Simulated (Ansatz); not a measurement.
**Ligand exchange: C2H2 + Mg(NH2)2 → C2H3N + MgH(NH2)**

Gas-phase species: C2H2 (acetylene) `C#C`, singlet; Mg(NH2)2, singlet; C2H3N `C#CN`, singlet; MgH(NH2), singlet. The partners trade H for NH2: C–H and Mg–NH2 bonds give way to C–NH2 and Mg–H.

Shapes, held fixed at every level: PBE0-D4/def2-TZVP. Programs: Ansatz 0.2.0. The zero-point and thermal change to 298 K, harmonic and unscaled (PBE0-D4/def2-TZVP), is -6.9 kJ/mol.

| level | kind | ΔH(298 K) (kJ/mol) | less CCSD(T)/def2-TZVPP |
| --- | --- | --- | --- |
| SPW92/def2-TZVPP | LDA | +67.2 | -41.7 |
| r2SCAN-D4/def2-TZVPP | meta-GGA | +94.4 | -14.5 |
| B3LYP-D4/def2-TZVPP | global hybrid | +93.0 | -15.9 |
| PBE0-D4/def2-TZVPP | global hybrid | +83.3 | -25.6 |
| wB97M-V/def2-TZVPP | range-separated hybrid | +97.5 | -11.4 |
| CCSD(T)/def2-SVP | coupled cluster or CI | +94.0 | -14.9 |
| CCSD(T)/def2-TZVPP | coupled cluster or CI | +108.9 | 0.0 |

The highest level, CCSD(T)/def2-TZVPP, gives ΔH(298 K) = +108.9 kJ/mol; the levels span +67.2 to +108.9. The column of differences is taken from that level and isn't an error. No measured value is set beside it here. Outer-core shells of Mg are correlated, in sets that cover them unevenly. CCSD(T)/def2-TZVPP lies outside the range of the other correlated levels here, so it shouldn't be taken on trust.
